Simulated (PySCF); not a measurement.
Compound: C5H6O.
SMILES with atom numbers: `[CH2:1]=[C:2]=[CH:3][C:4]([CH3:5])=[O:6]` (hydrogens: H7, H8 on C1; H9 on C3; H10, H11, H12 on C5)

Computed with PySCF at B3LYP/def2-SVPD, non-relativistic, on one gas-phase PBE0-D3(BJ)/def2-SVP geometry that isn't relaxed in the solvent. The solvent is an IEF-PCM continuum (Bondi radii, 1.10 Å for H, scaled by 1.2). Specific hydrogen bonds and non-electrostatic terms are outside this model.

Gas phase at B3LYP/def2-SVPD: HOMO -7.11 eV, LUMO -1.78 eV, dipole 3.75 D.

What does the continuum do to the energy, the frontier levels and the dipole at B3LYP/def2-SVPD in methanol and acetonitrile?

| solvent | ε | E(solvent) − E(gas) (kcal/mol) | polarisation term (kcal/mol) | distortion of the solute (kcal/mol) | HOMO (eV) | LUMO (eV) | dipole (D) |
| --- | --- | --- | --- | --- | --- | --- | --- |
| methanol | 32.61 | -5.87 | -7.26 | 1.39 | -7.23 | -1.74 | 5.22 |
| acetonitrile | 35.69 | -5.90 | -7.30 | 1.40 | -7.23 | -1.74 | 5.22 |

The polarisation term is half the interaction of the solute with the surface charges that it induces; the rest is the cost of distorting the solute's density. The sum is the electrostatic part of solvation alone. From methanol to acetonitrile the lowering changes by a factor 1.00, Onsager's factor (ε − 1)/(2ε + 1) by 1.00 and ε itself by 1.1.

Which radius a makes the point-dipole formula ΔE = −[(ε − 1)/(2ε + 1)]·μ²/a³ give the value in acetonitrile, with the gas-phase dipole?

μ = 1.476 au and |ΔE| = 0.00940 Eh give a = 2.54 Å; the farthest nucleus lies 2.97 Å from the centroid of the nuclei, so such a sphere wouldn't even hold the nuclei. The formula assumes a rigid point dipole at the centre of a sphere.

How does the static polarisability (B3LYP/def2-SVPD, frozen core, with the continuum's full static response) change?

```csv
medium,isotropic (au),principal values (au),⟨r²⟩ of the electrons (bohr²)
gas,68.7,"44.8, 57.5, 103.7",663.3
methanol,94.2,"59.8, 74.9, 148.0",663.0
acetonitrile,94.4,"59.9, 75.0, 148.3",663.0
```

The isotropic value in acetonitrile is 1.37 times the gas-phase one; no cavity-field correction is applied. ⟨r²⟩ is taken about the centre of nuclear charge.

Shape of the structure used: `[CH2:1]=[C:2]=[CH:3][C:4]([CH3:5])=[O:6]`: C2–C3–C4–C5 -2°.
